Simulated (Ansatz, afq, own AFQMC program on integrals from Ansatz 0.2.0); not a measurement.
# NH₃F (doublet): AFQMC on the coupled-cluster ladder at distance N1–H4 along a hydrogen transfer = 1.078 Å, cc-pVTZ

How near does AFQMC come to the top of the ladder for NH₃F (doublet)?

Method: cc-pVTZ, frozen cores; program: Ansatz 0.2.0, Gaussian basis, and an in-house AFQMC program (afq) on its integrals; all values are calculated.

To be run: PBE (unrestricted); r2SCAN (unrestricted); PBE0 (unrestricted); B3LYP (unrestricted); CCSD(T) on UHF; wB97M-V (unrestricted); B2PLYP (unrestricted); CCSD(T) on UHF; CCSD(T) on UHF; Phaseless AFQMC, CISD trial on UHF.

## (1) The system

The geometry derives from fragments relaxed apart (PBE0/def2-TZVP) and kept rigid, so it is no stationary point. A hydrogen atom is moved between rigid fragments.

5 atoms, charge 0, spin multiplicity 2.

Atoms are counted from 1 here; the program's logs count them from 0.

Bond lengths: N1–H2 1.012 Å, N1–H3 1.012 Å, N1–H4 1.078 Å, H4–F5 1.064 Å. Angles: H2–N1–H3 107.1°, H2–N1–H4 107.1°, H3–N1–H4 107.1°, N1–H4–F5 180.0°.

## (2) PBE (unrestricted)

Input file in.yaml:

```yaml
crystal:
  periodic: [false, false, false]
  atoms:
    - {symbol: N, position_ang: [-1.143022, -0.015822, -0.024626]}
    - {symbol: H, position_ang: [-1.440302, 0.952012, -0.024625]}
    - {symbol: H, position_ang: [-1.440301, -0.418121, 0.855634]}
    - {symbol: H, position_ang: [-0.065022, -0.015821, -0.024626]}
    - {symbol: F, position_ang: [0.998978, -0.015821, -0.024626]}
basis:
  gaussian: {orbitals: cc-pVTZ}
magnetization: {spin_polarized: true, initial_magnetization: 1}
hamiltonian: {xc: {name: PBE}}
output: {orbitals: {seedname: orbitals}}
```

Command:

```bash
$ ansatz run in.yaml --threads 1 --pin off --events-out ev --progress --plain --max-ram 5632MiB --backend cpu
```

What it wrote:

```text
Functional definition: PBE
  name "PBE"
  cite "Perdew, Burke & Ernzerhof, Phys. Rev. Lett. 77, 3865 (1996) doi:10.1103/PhysRevLett.77.3865"
  parent pbe
  parameter kappa = 0.804
  parameter beta = 0.06672455060314922
  exchange = pbe_x(kappa = kappa, mu = beta*pi^2/3)
  correlation = pbe_c(beta = beta)
501 factors; their error is unknown
mean field evaluation 1: about -4244.4886 eV, gradient 4.0e1 eV
mean field evaluation 2: about -4232.9316 eV, gradient 6.1e1 eV
mean field evaluation 4: about -4250.1636 eV, gradient 9.0e0 eV
mean field evaluation 8: about -4250.4511 eV, gradient 1.9e-1 eV
mean field evaluation 16: about -4250.4512 eV, gradient 5.1e-5 eV
mean field evaluation 32: about -4250.4512 eV, gradient 7.0e-3 eV
mean field -4250.45120908 eV, -156.2012008744 hartree, gradient 5.1e-5 eV, S^2 0.752653; 4 other end points of the search recorded, 0 dependent functions left out
reference -4250.45123054 eV, -156.2012016631 hartree; 10, 9 occupied and 92, 93 virtual orbitals, 501 factors
Total energy: -4250.45123054 eV, -156.2012016631 hartree
```

Run time: 2.9 s. Hardware: 1 thread of AMD EPYC 7R13 (Zen 3), shared host; peak memory 1.7 GiB.

From the report: ⟨S²⟩ of the determinant 0.753 (pure doublet: 0.75).

## (3) r2SCAN (unrestricted)

in.yaml, as its differences from that of step 2:

```diff
@@ -11,3 +11,2 @@
 magnetization: {spin_polarized: true, initial_magnetization: 1}
-hamiltonian: {xc: {name: PBE}}
-output: {orbitals: {seedname: orbitals}}
+hamiltonian: {xc: {name: r2SCAN}}
```

Same command.

What it wrote:

```text
Functional definition: r2SCAN
  name "r2SCAN"
  cite "Furness, Kaplan, Ning, Perdew & Sun, J. Phys. Chem. Lett. 11, 8208 (2020) doi:10.1021/acs.jpclett.0c02405"
  cite "Furness, Kaplan, Ning, Perdew & Sun, J. Phys. Chem. Lett. 11, 9248 (2020) doi:10.1021/acs.jpclett.0c03077"
  parent r2scan
  parameter k0 = 0.174
  parameter k1 = 0.065
  parameter a1 = 4.9479
  exchange = r2scan_x(k0 = k0, k1 = k1, a1 = a1)
  correlation = r2scan_c
501 factors; their error is unknown
mean field evaluation 1: about -4248.7404 eV, gradient 3.5e1 eV
mean field evaluation 2: about -4245.4870 eV, gradient 4.2e1 eV
mean field evaluation 4: about -4252.9053 eV, gradient 3.8e0 eV
mean field evaluation 8: about -4252.9567 eV, gradient 5.6e-2 eV
mean field evaluation 16: about -4252.9401 eV, gradient 8.7e-5 eV
mean field -4252.94008821 eV, -156.2926654953 hartree, gradient 8.7e-5 eV, S^2 0.755756; 0 other end points of the search recorded, 0 dependent functions left out
reference -4252.94009458 eV, -156.2926657295 hartree; 10, 9 occupied and 92, 93 virtual orbitals, 501 factors
Total energy: -4252.94009458 eV, -156.2926657295 hartree
```

It took 2.2 s on 1 thread of AMD EPYC 7R13 (Zen 3), shared host; peak memory 1.7 GiB.

From the report: ⟨S²⟩ of the determinant 0.756 (pure doublet: 0.75).

## (4) PBE0 (unrestricted)

in.yaml, as its differences from that of step 3:

```diff
@@ -11,2 +11,3 @@
 magnetization: {spin_polarized: true, initial_magnetization: 1}
-hamiltonian: {xc: {name: r2SCAN}}
+hamiltonian: {xc: {name: PBE0}}
+output: {orbitals: {seedname: orbitals}}
```

Launched as before.

What it wrote:

```text
Functional definition: PBE0
  name "PBE0"
  cite "Adamo & Barone, J. Chem. Phys. 110, 6158 (1999) doi:10.1063/1.478522"
  cite "Perdew, Burke & Ernzerhof, Phys. Rev. Lett. 77, 3865 (1996) doi:10.1103/PhysRevLett.77.3865"
  parent pbe
  parameter a = 0.25
  parameter kappa = 0.804
  parameter beta = 0.06672455060314922
  exchange = (1 - a)*pbe_x(kappa = kappa, mu = beta*pi^2/3) + a*exact_x
  correlation = pbe_c(beta = beta)
504 factors; their error is unknown
mean field evaluation 1: about -4247.4434 eV, gradient 3.0e1 eV
mean field evaluation 2: about -4246.9944 eV, gradient 3.3e1 eV
mean field evaluation 4: about -4250.3574 eV, gradient 2.4e0 eV
mean field evaluation 8: about -4250.3800 eV, gradient 1.2e-1 eV
mean field evaluation 16: about -4250.3774 eV, gradient 1.7e-4 eV
mean field -4250.37737351 eV, -156.1984874673 hartree, gradient 4.1e-5 eV, S^2 0.755879; 0 other end points of the search recorded, 0 dependent functions left out
reference -4250.37738954 eV, -156.1984880563 hartree; 10, 9 occupied and 92, 93 virtual orbitals, 504 factors
Total energy: -4250.37738954 eV, -156.1984880563 hartree
```

Run time: 1.4 s. Hardware: 1 thread of AMD EPYC 7R13 (Zen 3), shared host; peak memory 1.7 GiB.

From the report: ⟨S²⟩ of the determinant 0.756 (pure doublet: 0.75).

## (5) B3LYP (unrestricted)

in.yaml, as its differences from that of step 4:

```diff
@@ -11,3 +11,2 @@
 magnetization: {spin_polarized: true, initial_magnetization: 1}
-hamiltonian: {xc: {name: PBE0}}
-output: {orbitals: {seedname: orbitals}}
+hamiltonian: {xc: {name: B3LYP}}
```

Same command.

What it wrote (excerpt; [...] marks lines left out):

```text
Functional definition: B3LYP
  name "B3LYP"
  cite "Stephens, Devlin, Chabalowski & Frisch, J. Phys. Chem. 98, 11623 (1994) doi:10.1021/j100096a001"
  cite "Becke, Phys. Rev. A 38, 3098 (1988) doi:10.1103/PhysRevA.38.3098"
  cite "Lee, Yang & Parr, Phys. Rev. B 37, 785 (1988) doi:10.1103/PhysRevB.37.785"
  cite "Vosko, Wilk & Nusair, Can. J. Phys. 58, 1200 (1980) doi:10.1139/p80-159"
[...]
501 factors; their error is unknown
[...]
mean field -4254.95080423 eV, -156.3665579463 hartree, gradient 2.0e-5 eV, S^2 0.754932; 0 other end points of the search recorded, 0 dependent functions left out
reference -4254.95095835 eV, -156.3665636099 hartree; 10, 9 occupied and 92, 93 virtual orbitals, 501 factors
Total energy: -4254.95095835 eV, -156.3665636099 hartree
```

Run time: 1.3 s. Hardware: 1 thread of AMD EPYC 7R13 (Zen 3), shared host; peak memory 1.7 GiB.

From the report: ⟨S²⟩ of the determinant 0.755 (pure doublet: 0.75).

## (6) CCSD(T) on UHF

in.yaml, as its differences from that of step 5:

```diff
@@ -11,2 +11,2 @@
 magnetization: {spin_polarized: true, initial_magnetization: 1}
-hamiltonian: {xc: {name: B3LYP}}
+correlation: {method: ccsd_t, electrons: outside_noble_gas, hamiltonian_folder: ham}
```

Command:

```bash
$ ansatz run in.yaml --threads 1 --pin off --events-out ev --progress --plain --max-ram 16896MiB --backend cuda --devices 0, --max-vram 18GiB
```

What it wrote (excerpt; [...] marks lines left out):

```text
Functional definition: HF
  name "HF"
  cite "Fock, Z. Phys. 61, 126 (1930) doi:10.1007/BF01340294"
  parent pbe
[...]
599 factors; integrals over basis functions are off by at most 1.1e-3 eV
[...]
mean field -4233.82284737 eV, -155.5901198525 hartree, gradient 2.0e-6 eV, S^2 0.762361; 6 other end points of the search recorded, 0 dependent functions left out
determinant -4233.82284737 eV, -155.5901198525 hartree, with singles and doubles -4247.23964969 eV, -156.0831782438 hartree
determinant -4231.94562778 eV, -155.5211333052 hartree, with singles and doubles -4245.60035500 eV, -156.0229352751 hartree
determinant -4231.58398021 eV, -155.5078430023 hartree, with singles and doubles -4244.49638158 eV, -155.9823649999 hartree
determinant -4231.45302101 eV, -155.5030303401 hartree, with singles and doubles -4244.26279655 eV, -155.9737809084 hartree
2 core orbitals not correlated: weight in the atoms' cores, before any rotation towards them, 1.000 or more for the frozen orbitals, at most 0.000 for the correlated occupied ones
reference -4233.82284737 eV, -155.5901198525 hartree; 8, 7 occupied and 92, 93 virtual orbitals, 599 factors
second order -12.91161953 eV of doubles, -0.00000000 eV of singles
cycle   1  -13.35095649 eV  change    -1.5e0 eV  update   1.9e-2
[...]
cycle  14  -13.40632025 eV  change    3.5e-6 eV  update   1.0e-5
perturbative correction -0.41108597 eV, -0.0151071308 hartree
Total energy: -4247.64025358 eV, -156.0979001652 hartree
```

It took 11 s on 1 × NVIDIA H100 80GB HBM3 with 1 thread of AMD EPYC 7R13 (Zen 3), shared host; peak host memory 1.7 GiB.

From the report: ⟨S²⟩ of the determinant 0.762 (pure doublet: 0.75); correlation -13.8174 eV; T1 0.041; largest double amplitude 0.04.

This run also writes the integrals to the folder ham.

## (7) wB97M-V (unrestricted)

in.yaml, as its differences from that of step 6:

```diff
@@ -11,2 +11,3 @@
 magnetization: {spin_polarized: true, initial_magnetization: 1}
-correlation: {method: ccsd_t, electrons: outside_noble_gas, hamiltonian_folder: ham}
+hamiltonian: {xc: {name: wB97M-V}}
+output: {orbitals: {seedname: orbitals}}
```

Command:

```bash
$ ansatz run in.yaml --threads 1 --pin off --events-out ev --progress --plain --max-ram 5632MiB --backend cpu
```

What it wrote (excerpt; [...] marks lines left out):

```text
Functional definition: wB97M-V
  name "wB97M-V"
  cite "Mardirossian & Head-Gordon, J. Chem. Phys. 144, 214110 (2016) doi:10.1063/1.4952647"
  cite "Becke, J. Chem. Phys. 107, 8554 (1997) doi:10.1063/1.475007"
  cite "Vydrov & Van Voorhis, J. Chem. Phys. 133, 244103 (2010) doi:10.1063/1.3521275"
  # Of w^i u^j: cxij and so on, Table III.
[...]
  gx(w, u) = 1 - cx + cx01*u + cx10*w
  gss(w, u) = css00 + css04*u^4 + css10*w + css20*w^2 + css43*w^4*u^3
  gos(w, u) = cos00 + cos10*w + (cos20 + cos21*u)*w^2 + (cos60 + cos61*u)*w^6
[...]
      + integral(e_c_pw_mod_opposite_spin*gos(b97_w_opposite, b97_u_opposite)) + vv10(b, c)
501 factors; their error is unknown
117 factors; integrals over basis functions are off by at most 7.7e-6 eV
[...]
mean field -4253.00999950 eV, -156.2952346881 hartree, gradient 7.5e-5 eV, S^2 0.755301; 0 other end points of the search recorded, 0 dependent functions left out
reference -4253.01002405 eV, -156.2952355903 hartree; 10, 9 occupied and 92, 93 virtual orbitals, 501 factors
Total energy: -4253.01002405 eV, -156.2952355903 hartree
```

Run time: 4 s. Hardware: 1 thread of AMD EPYC 7R13 (Zen 3), shared host; peak memory 1.7 GiB.

From the report: ⟨S²⟩ of the determinant 0.755 (pure doublet: 0.75).

## (8) B2PLYP (unrestricted)

in.yaml, as its differences from that of step 7:

```diff
@@ -11,3 +11,3 @@
 magnetization: {spin_polarized: true, initial_magnetization: 1}
-hamiltonian: {xc: {name: wB97M-V}}
-output: {orbitals: {seedname: orbitals}}
+hamiltonian: {xc: {name: B2PLYP}}
+correlation: {electrons: outside_noble_gas}
```

The command is unchanged.

What it wrote (excerpt; [...] marks lines left out):

```text
Functional definition: B2PLYP
  name "B2PLYP"
  cite "Grimme, J. Chem. Phys. 124, 034108 (2006) doi:10.1063/1.2148954"
  cite "Becke, Phys. Rev. A 38, 3098 (1988) doi:10.1103/PhysRevA.38.3098"
  cite "Lee, Yang & Parr, Phys. Rev. B 37, 785 (1988) doi:10.1103/PhysRevB.37.785"
[...]
599 factors; integrals over basis functions are off by at most 1.1e-3 eV
[...]
mean field -4247.78125706 eV, -156.1030819473 hartree, gradient 3.6e-6 eV, S^2 0.760301; 2 other end points of the search recorded, 0 dependent functions left out
2 core orbitals not correlated: weight in the atoms' cores, before any rotation towards them, 1.000 or more for the frozen orbitals, at most 0.000 for the correlated occupied ones
reference -4247.78135381 eV, -156.1030855030 hartree; 8, 7 occupied and 92, 93 virtual orbitals, 599 factors
second order -15.59616390 eV of doubles, -0.00000000 eV of singles
Total energy: -4251.99231807 eV, -156.2578355851 hartree
```

Run time: 2.4 s. Hardware: 1 thread of AMD EPYC 7R13 (Zen 3), shared host; peak memory 1.7 GiB.

From the report: ⟨S²⟩ of the determinant 0.760 (pure doublet: 0.75).

## (9) CCSD(T) on UHF

in.yaml, as its differences from that of step 8:

```diff
@@ -9,5 +9,4 @@
 basis:
-  gaussian: {orbitals: cc-pVTZ}
+  gaussian: {orbitals: def2-TZVPP}
 magnetization: {spin_polarized: true, initial_magnetization: 1}
-hamiltonian: {xc: {name: B2PLYP}}
-correlation: {electrons: outside_noble_gas}
+correlation: {method: ccsd_t, electrons: outside_noble_gas}
```

Command:

```bash
$ ansatz run in.yaml --threads 1 --pin off --events-out ev --progress --plain --max-ram 16896MiB --backend cuda --devices 0, --max-vram 18GiB
```

What it wrote (excerpt; [...] marks lines left out):

```text
Functional definition: HF
  name "HF"
  cite "Fock, Z. Phys. 61, 126 (1930) doi:10.1007/BF01340294"
  parent pbe
[...]
632 factors; integrals over basis functions are off by at most 1.1e-3 eV
[...]
mean field -4234.10289499 eV, -155.6004114129 hartree, gradient 3.0e-6 eV, S^2 0.762075; 7 other end points of the search recorded, 0 dependent functions left out
determinant -4234.10289499 eV, -155.6004114129 hartree, with singles and doubles -4247.47524657 eV, -156.0918362694 hartree
determinant -4232.22466803 eV, -155.5313878451 hartree, with singles and doubles -4245.85385223 eV, -156.0322511262 hartree
determinant -4231.84868075 eV, -155.5175705677 hartree, with singles and doubles -4244.71753167 eV, -155.9904921160 hartree
determinant -4231.71101083 eV, -155.5125112913 hartree, with singles and doubles -4244.46995631 eV, -155.9813938895 hartree
2 core orbitals not correlated: weight in the atoms' cores, before any rotation towards them, 1.000 or more for the frozen orbitals, at most 0.000 for the correlated occupied ones
reference -4234.10289499 eV, -155.6004114129 hartree; 8, 7 occupied and 94, 95 virtual orbitals, 632 factors
second order -12.86245268 eV of doubles, -0.00000000 eV of singles
cycle   1  -13.31103361 eV  change    -1.5e0 eV  update   1.9e-2
[...]
cycle  14  -13.36254401 eV  change    5.0e-6 eV  update   9.9e-6
perturbative correction -0.41022855 eV, -0.0150756210 hartree
Total energy: -4247.87566755 eV, -156.1065514688 hartree
```

Wall time 8 s (1 × NVIDIA H100 80GB HBM3 with 1 thread of AMD EPYC 7R13 (Zen 3), shared host); peak host memory 1.7 GiB.

From the report: ⟨S²⟩ of the determinant 0.762 (pure doublet: 0.75); correlation -13.7728 eV; T1 0.041; largest double amplitude 0.04.

## (10) CCSD(T) on UHF

in.yaml, as its differences from that of step 9:

```diff
@@ -9,3 +9,3 @@
 basis:
-  gaussian: {orbitals: def2-TZVPP}
+  gaussian: {orbitals: "def2-QZVPP.json"}
 magnetization: {spin_polarized: true, initial_magnetization: 1}
```

The command is unchanged.

What it wrote (excerpt; [...] marks lines left out):

```text
Functional definition: HF
  name "HF"
  cite "Fock, Z. Phys. 61, 126 (1930) doi:10.1007/BF01340294"
  parent pbe
[...]
1244 factors; integrals over basis functions are off by at most 1.1e-3 eV
[...]
mean field -4234.32151900 eV, -155.6084456971 hartree, gradient 2.6e-6 eV, S^2 0.762198; 7 other end points of the search recorded, 0 dependent functions left out
determinant -4234.32151900 eV, -155.6084456971 hartree, with singles and doubles -4248.81399008 eV, -156.1410341860 hartree
determinant -4232.43619173 eV, -155.5391611978 hartree, with singles and doubles -4247.19192077 eV, -156.0814242381 hartree
determinant -4232.06836255 eV, -155.5256437249 hartree, with singles and doubles -4246.06895188 eV, -156.0401558928 hartree
determinant -4231.92652368 eV, -155.5204312423 hartree, with singles and doubles -4245.78745202 eV, -156.0298109635 hartree
2 core orbitals not correlated: weight in the atoms' cores, before any rotation towards them, 1.000 or more for the frozen orbitals, at most 0.000 for the correlated occupied ones
reference -4234.32151900 eV, -155.6084456971 hartree; 8, 7 occupied and 194, 195 virtual orbitals, 1244 factors
second order -13.98092625 eV of doubles, -0.00000000 eV of singles
cycle   1  -14.27825352 eV  change    -1.4e0 eV  update   2.2e-2
[...]
cycle  15  -14.33552271 eV  change   -1.5e-6 eV  update   6.3e-6
perturbative correction -0.48884424 eV, -0.0179646946 hartree
Total energy: -4249.14588595 eV, -156.1532311343 hartree
```

Run time: 13 s. Hardware: 1 × NVIDIA H100 80GB HBM3 with 1 thread of AMD EPYC 7R13 (Zen 3), shared host; peak host memory 1.7 GiB.

From the report: ⟨S²⟩ of the determinant 0.762 (pure doublet: 0.75); correlation -14.8244 eV; T1 0.039; largest double amplitude 0.03.

## (11) Phaseless AFQMC, CISD trial on UHF

It reads the integrals that the CCSD(T) run on this determinant wrote.

Command:

```bash
$ afq ham --method phaseless --trial cisd --walkers 900 --populations 20 --least-time 60 --time-step 0.005 --steps-per-block 50 --equilibration-blocks 28 --max-blocks 4000 --target-error 0.00023 --factor-cut 1e-05 --start spin_pure --seed 792 --release-times 0.24,0.51,0.99,1.5 --release-step 0.03 --release-every 4 --taylor-order 6
```

What it wrote:

```text
orbitals 100  electrons 8 7  factors 598 of 599
reference energy -155.59011985 Eh
CCSD correlation -0.49267355 Eh in 18 cycles, weight of the determinant in the CISD state 0.8529
energy of the start -156.082217 Eh
 block  time / (1/Eh)  mean weight  energy / Eh
     1     0.250  0.9997  -156.080983
     2     0.500  0.9998  -156.089486
     3     0.750  1.0003  -156.093554
     4     1.000  0.9993  -156.096015
     5     1.250  0.9992  -156.097081
     6     1.500  0.9997  -156.098482
     7     1.750  0.9999  -156.097332
     8     2.000  1.0022  -156.100908
     9     2.250  0.9998  -156.096806
    10     2.500  1.0005  -156.097575
    11     2.750  1.0006  -156.099131
    16     4.000  0.9994  -156.096077
    21     5.250  0.9985  -156.096760
    26     6.500  1.0014  -156.095755
    31     7.750  0.9992  -156.102729
    36     9.000  1.0006  -156.098813
    41    10.250  1.0007  -156.097269
    46    11.500  1.0000  -156.093925
    51    12.750  0.9992  -156.100895
    56    14.000  0.9992  -156.100716
    61    15.250  1.0003  -156.107319
    66    16.500  1.0006  -156.100934
    71    17.750  1.0001  -156.099988
    76    19.000  1.0009  -156.097556
    81    20.250  0.9995  -156.099520
    86    21.500  1.0002  -156.101014
    91    22.750  1.0002  -156.100593
    96    24.000  1.0010  -156.094219
   101    25.250  0.9981  -156.105244
   106    26.500  1.0011  -156.096815
   111    27.750  0.9985  -156.102140
   116    29.000  0.9997  -156.101390
   121    30.250  1.0005  -156.093466
   126    31.500  1.0006  -156.101711
   131    32.750  1.0003  -156.101398
   136    34.000  1.0005  -156.102588
   141    35.250  0.9995  -156.097117
   146    36.500  1.0018  -156.097605
   151    37.750  0.9996  -156.095735
   156    39.000  0.9981  -156.094491
   161    40.250  1.0013  -156.102124
   166    41.500  0.9997  -156.096525
   171    42.750  1.0005  -156.097325
   176    44.000  1.0006  -156.095379
   181    45.250  0.9999  -156.102299
   186    46.500  1.0009  -156.102329
   191    47.750  0.9999  -156.099784
   196    49.000  1.0008  -156.095164
   201    50.250  0.9995  -156.096291
   206    51.500  1.0005  -156.097496
error from the spread of 20 populations
released: time / (1/Eh)  energy / Eh  error  mean overlap
  0.24  -156.098974  0.000375  0.9924
  0.51  -156.099440  0.000316  0.9856
  0.99  -156.099334  0.000688  0.9718
  1.50  -156.099588  0.000660  0.9549
energy -156.098704 +/- 0.000321 Eh
```

Run time: 4 min. Hardware: 1 × NVIDIA H100 80GB HBM3 with 2 threads of AMD EPYC 7R13 (Zen 3), shared host; peak host memory 2 GiB.

Energy -4247.6621 ± 0.0087 eV. Caveats: constraint bias not in the error.

## (12) All levels side by side

On the UHF determinant, counted from CCSD(T) (a yardstick, not exact):

| level | energy (eV) | from CCSD(T) (meV) | statistical error (meV) | time |
| --- | --- | --- | --- | --- |
| HF | -4233.8228 | +13817.4 |  |  |
| MP2 | -4246.7345 | +905.8 |  |  |
| CCSD | -4247.2292 | +411.1 |  |  |
| CCSD(T) | -4247.6403 | 0.0 |  |  |
| Phaseless AFQMC, CISD trial, step 0.005, 900 walkers | -4247.6621 | -21.9 | 8.7 | 4 min |

The functionals' totals stand on their own zeros and serve differences with other points: PBE -4250.451 eV; r2SCAN -4252.940 eV; PBE0 -4250.377 eV; B3LYP -4254.951 eV; wB97M-V -4253.010 eV; B2PLYP -4251.992 eV.

## (13) Summary of results

```
                                       quantity            value
Phaseless AFQMC, CISD trial on UHF from CCSD(T)  -21.9 ± 8.7 meV
```

In words: On UHF the phaseless walk with the CISD trial lies -21.9 meV from CCSD(T), within three error bars. Error bars are statistical and leave out the constraint, the time step and what remains of the start.
